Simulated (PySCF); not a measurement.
Species: C2H2F2O2.
Numbering: `[O:1]=[C:2]([OH:3])[CH:4]([F:5])[F:6]` (hydrogens: H7 on O3; H8 on C4)

Cartesian coordinates in Å at the PBE0-D3(BJ)/def2-TZVP level; atoms count from 1:
```
atom  x, y, z in Å
O1     0.4054   -1.3473   -1.0162
C2     0.4081   -0.4045   -0.2868
O3     1.4955    0.2066    0.1862
C4    -0.8474    0.2809    0.2638
F5    -1.9330   -0.4040   -0.1093
F6    -0.9226    1.5294   -0.2531
H7     2.2685   -0.2369   -0.1922
H8    -0.8207    0.3569    1.3558
```

Level: wB97X-D/pcSseg-2 in PySCF, non-relativistic, on one gas-phase PBE0-D3(BJ)/def2-TZVP geometry that isn't relaxed in the solvent. The solvent is an IEF-PCM continuum (cavity from Bondi-type radii × 1.2). Specific hydrogen bonds and non-electrostatic terms are outside this model.

Gas phase at wB97X-D/pcSseg-2: HOMO -10.79 eV, LUMO 0.99 eV, dipole 2.80 D.

Question: What does the continuum do to the energy, the frontier levels and the dipole at wB97X-D/pcSseg-2 in chloroform?

Answer: 
```json
{"solvent": "chloroform", "ε": "4.711", "E(solvent) − E(gas) (kJ/mol)": "-24.89", "polarisation term (kJ/mol)": "-27.58", "distortion of the solute (kJ/mol)": "2.69", "HOMO (eV)": "-10.74", "LUMO (eV)": "1.12", "dipole (D)": "3.32"}
```

The first energy column is the sum of the next two and covers electrostatics alone.

Question: Which radius a makes the point-dipole formula ΔE = −[(ε − 1)/(2ε + 1)]·μ²/a³ give the value in chloroform, with the gas-phase dipole?

Answer: μ = 1.102 au and |ΔE| = 0.00948 Eh give a = 1.89 Å; the farthest nucleus lies 2.28 Å from the centroid of the nuclei, so such a sphere wouldn't even hold the nuclei. The formula assumes a rigid point dipole at the centre of a sphere.

Question: Give the dipole vector in the frame of the coordinates (D, pointing from negative to positive charge), gas and chloroform.

Answer: Gas (2.06, 0.44, 1.85), solvent (2.40, 0.57, 2.21). Its length changes by +18 % and its direction by 1°.

wB97X-D is run here without its empirical dispersion term; that term would change no orbital, density or response property at a fixed geometry.
